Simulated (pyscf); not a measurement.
## Four-centre exchange: H₂Si=PH (SMILES [SiH2]=P) + H₂O (SMILES O) -> HO–SiH=PH (SMILES O[SiH]=P) + H₂ (SMILES [H][H])

Gas phase, singlet surface, charge 0. Bonds broken: Si2–H4, O6–H7. Bonds formed: Si2–O6, H4–H7. Optimised with ωB97X-D3(BJ)/def2-SVP in PySCF.

Transition state (Å):

```xyz
8

P     -0.0800    -1.8307     0.8630
Si    -1.1223    -0.1934     0.1747
H      1.1061    -1.2861     0.2745
H     -0.6820     1.4157     0.5339
H     -2.5909    -0.0283     0.3320
O     -0.7559     0.6035    -1.4309
H     -0.6956     1.4364    -0.5113
H     -1.4339     0.6254    -2.1233
```

One imaginary mode, 1499i cm⁻¹; descent along it reached the two sides named, in the forms told below.

| bond | change | reactant side (Å) | saddle | product side |
|---|---|---|---|---|
| Si2–H4 | breaks | 1.494 | 1.706 | 3.6 |
| O6–H7 | breaks | 0.978 | 1.242 | 2.590 |
| Si2–O6 | forms | 2.121 | 1.830 | 1.657 |
| H4–H7 | forms | 3.2 | 1.045 | 0.760 |

Electronic energies relative to the separated reactants (kcal/mol):

| level | barrier | reaction energy | reverse barrier |
|---|---|---|---|
| ωB97X-D3(BJ)/def2-TZVP | 20.0 | -19.4 | 39.3 |
| PBE/def2-TZVP | 14.3 | -17.7 | 32.0 |
| r²SCAN/def2-TZVP | 14.6 | -20.3 | 34.9 |
| B3LYP-D3(BJ)/def2-TZVP | 19.8 | -18.8 | 38.5 |
| PBE0-D3(BJ)/def2-TZVP | 16.4 | -17.5 | 33.9 |
| M06-2X/def2-TZVP | 18.7 | -21.0 | 39.8 |
| ωB97M-D3(BJ)/def2-TZVP | 19.3 | -18.9 | 38.2 |
| HF/def2-TZVP | 36.0 | -16.4 | 52.4 |

With ωB97M-D3(BJ)/def2-TZVP energies and thermal terms (ideal gas, 1 atm, RRHO with modes under 100 cm⁻¹ raised to 100, one conformer, R ln 2 for chiral ones without a mode under 150 cm⁻¹), in kcal/mol:

```csv
T (K),ΔH‡,ΔG‡,ΔH,ΔG
298,17.8,28.2,-21.5,-19.5
600,17.7,38.8,-20.5,-17.9
900,18.4,49.2,-19.5,-16.8
1200,19.2,59.4,-18.8,-16.0
```

On the reactant side the descent ends in an adduct with a O–Si contact (not fully relaxed), 10.7 kcal/mol under the separated species and 30.7 kcal/mol under the saddle at ωB97X-D3(BJ)/def2-TZVP. What is counted as formed (O–Si) is already present as a longer contact in the reactant adduct; forming that adduct is a step of its own. The same reactants have a lower exit, to HO–SiH₂–PH₂ (barrier -6.7 kcal/mol at ωB97M-D3(BJ)/def2-TZVP, against +19.3 kcal/mol here). This is the saddle that the search found; another between the same sides may lie lower.
